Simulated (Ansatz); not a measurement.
A nudged elastic band was laid between two geometries of HS$_{2}$Si (4 atoms, charge -1, multiplicity 1).

All numbers below come from Ansatz, RKS B3LYP-D4/def2-TZVP.

```json
{
 "movable images": "5",
 "climbing image": "yes",
 "spring": "5.0 eV/Å²",
 "optimiser": "quadratic models (default)",
 "start path": "through a guess of the saddle point",
 "force threshold": "0.03 eV/Å",
 "iteration limit": "60",
 "end points": "relaxed"
}
```

First end point:

```xyz
4
Properties=species:S:1:pos:R:3
S -1.823 -0.807 0.050
Si 0.000 0.015 -0.008
S 1.805 -0.563 0.632
H 0.017 1.356 -0.674
```

Last end point:

```xyz
4
Properties=species:S:1:pos:R:3
S -1.239 -0.112 -0.184
Si 1.006 0.346 0.022
S 1.773 -1.271 0.979
H -1.540 1.037 -0.817
```

Problem. What changes between the two ends?

Solution. Bonds broken: Si2–H4. Bonds formed: S1–H4.

Problem. Give the energies along the band, and the barrier.

Solution. It converged. The highest image is number 3 of 0 to 6, 2.31 eV above the first end and 1.43 eV above the last; the last end lies 0.88 eV above the first. A vibrational analysis at the climbing image gives one clearly imaginary mode, 1340i cm⁻¹: a first-order saddle point. The orbitals stay closed-shell, which can raise the energy where a bond breaks towards radicals; this wasn't checked here. Limits of this set-up: an anion without diffuse functions, the dipole of an ion depends on the origin.

| image | path coordinate (Å) | energy (eV) | Si2–H4 (Å) | S1–H4 (Å) |
| --- | --- | --- | --- | --- |
| 0 | 0.00 | 0.00 | 1.50 | 2.93 |
| 1 | 0.40 | 0.40 | 1.49 | 2.55 |
| 2 | 0.80 | 1.50 | 1.52 | 2.15 |
| 3 | 1.20 | 2.31 | 1.63 | 1.73 |
| 4 | 1.59 | 1.56 | 1.94 | 1.40 |
| 5 | 1.98 | 1.03 | 2.37 | 1.34 |
| 6 | 2.38 | 0.88 | 2.77 | 1.35 |

Problem. What is the geometry of the highest image?

Solution. 
```xyz
4
Properties=species:S:1:pos:R:3
S -1.590 -0.377 -0.105
Si 0.454 0.208 -0.041
S 1.922 -0.878 0.819
H -0.786 1.047 -0.673
```

Problem. What are the harmonic wavenumbers there?

Solution. 1340i, 200, 222, 517, 632, 1673 cm⁻¹.

The band took 5 iterations and roughly 80 core-seconds.

The run took 42 s on 2 threads of Arm Neoverse V2 (shared host), peak memory 0.22 GiB.
